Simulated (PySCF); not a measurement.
Bond curve of N₂⁺

Set-up: PySCF, no relativity, basis sets N pcseg-2. Energies in eV from N⁺ + N in their ground configurations at the same level. State: ²Σg⁺ (doublet), unpaired electrons σ ↑.

```
R (Å)  UHF-CCSD(T)
0.994       -7.009
1.038       -7.884
1.071       -8.243
1.104       -8.405
1.137       -8.412
1.181       -8.237
1.236       -7.813
1.303       -7.124
```

**Question.** Put a parabola through the three lowest points of the UHF-CCSD(T) curve and estimate Re, k and ωe (reduced mass 7.002 u; 1 eV/Å² = 0.16022 mdyn/Å; ωe = 1302.8·√(k/μ) cm⁻¹).

**Answer.** Through R = 1.104, 1.137, 1.181 Å the second-order coefficient is 54.4 eV/Å², so Re ≈ 1.122 Å, k ≈ 17.4 mdyn/Å and ωe ≈ 2056 cm⁻¹. A polynomial fit of higher order to the unrounded UHF-CCSD(T) energies gives Re = 1.122 Å, k = 19.8 mdyn/Å, ωe = 2191 cm⁻¹; anharmonicity and rounding make the difference.

The higher-order fit for each curve: UHF-CCSD(T): Re = 1.122 Å, ωe = 2191 cm⁻¹, De = 8.43 eV.

Correlated steps freeze 2 core orbitals. The state is the lowest determinant that a PBE0 search found; another state may lie lower at other levels.
